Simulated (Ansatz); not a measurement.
We consider hcp Tc, described by r²SCAN in Ansatz (plane waves, PAW).

Run with plane-wave cutoff 600 eV, 18×18×12 k mesh (along the axes of the cell as run), Fermi–Dirac smearing 0.1 eV, finite displacements, no spin polarisation, scalar-relativistic PAW data made under PBE.

Computed at the level's own relaxed cell.

Harmonic phonon frequencies (cm⁻¹; i marks an imaginary mode):

```csv
q point,frequencies
Γ,39i 0 0 0 136 136
M,113 130 145 200 229 237
A,?
L,?
```

Task: Fill in the missing entries.

Result: 
- A, frequencies: 97 97 97 97 207 207
- L, frequencies: 113 113 139 139 213 213

Imaginary modes appear, so the structure is dynamically unstable at this level.

Note: the run finds an imaginary mode (39i cm⁻¹), so the cell is a saddle point at this level.

Ansatz is a quantum-chemistry and plane-wave program.
